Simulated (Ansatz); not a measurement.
Correlation energies of `FC1(F)CO1` by basis set

Cartesian coordinates in Å:
```
F -0.041 0.143 1.769
C 0.249 0.358 0.488
F 0.608 1.632 0.347
C -0.363 -0.395 -0.579
O 1.021 -0.563 -0.123
H -0.458 0.053 -1.562
H -1.016 -1.227 -0.340
```

Charge 0, multiplicity 1. The geometry is a stationary point of PBE0-D4/def2-TZVP. Frozen core, restricted reference, Ansatz 0.2.0. CBS rows extrapolate triple and quadruple zeta.

```tsv
basis	HF (Eh)	MP2 corr.	CCSD corr.	(T)	CCSD(T) total
def2-SVP	?	-0.81056	-0.83146	?	?
def2-TZVPP	?	-1.04656	-1.05655	?	?
def2-QZVPP	-350.76026	-1.13432	-1.13446	-0.04429	-351.93901
CBS(def2)	-350.76238	-1.19933	-1.19217	-0.04853	-352.00308
```

Task: Fill in the withheld values. (Best estimate.)

Result: Computed: def2-SVP HF (Eh): -350.31330; def2-SVP (T): -0.02066; def2-SVP CCSD(T) total: -351.16542; def2-TZVPP HF (Eh): -350.74489; def2-TZVPP (T): -0.03856; def2-TZVPP CCSD(T) total: -351.84000.
